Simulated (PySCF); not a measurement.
## Argon: a sound run and one with changed settings

Sound run: Ar [Ar], Ar⁺ [Ne] 3s2 3p5. Computed with PySCF 2.14 in cc-pV(D+d)Z, with the non-relativistic Hamiltonian (point nucleus). In the sound run the correlated levels freeze [Ne]. The sound run starts from symmetry-adapted Hartree-Fock orbitals and uses a fine grid where one is needed.

Changed run: scalar relativity by spin-free X2C-1e. This setting is unsound on purpose.

| species | method | sound run (hartree) | changed run (hartree) | converged |
| --- | --- | --- | --- | --- |
| Ar | UHF | -526.79987 | -528.38428 | yes |
| Ar | LDA | -525.91224 | -527.49446 | yes |
| Ar | PBE | -527.31957 | -528.90263 | yes |
| Ar | MP2 | -526.94457 | -528.52900 | yes |
| Ar | CCSD(T) | -526.95954 | -528.54391 | yes |
| Ar⁺ | UHF | -526.26075 | -527.84608 | yes |
| Ar⁺ | LDA | -525.32548 | -526.90865 | yes |
| Ar⁺ | PBE | -526.74251 | -528.32652 | yes |
| Ar⁺ | MP2 | -526.37749 | -527.96275 | yes |
| Ar⁺ | CCSD(T) | -526.39820 | -527.98337 | yes |

Ionisation energy of Ar:

| method | sound run (eV) | changed run (eV) |
| --- | --- | --- |
| UHF | 14.670 | 14.645 |
| LDA | 15.967 | 15.941 |
| PBE | 15.703 | 15.677 |
| MP2 | 15.431 | 15.408 |
| SCS-MP2 | 15.340 | 15.317 |
| CCSD | 15.270 | 15.249 |
| CCSD(T) | 15.275 | 15.253 |

Most of the change in total energy is the relativistic energy itself. On top of that the contraction fixes the core shape for the Hamiltonian it was made with, so the changed run is not a good calculation with the other Hamiltonian either.

For comparison, NIST gives 15.760 eV between the lowest levels.
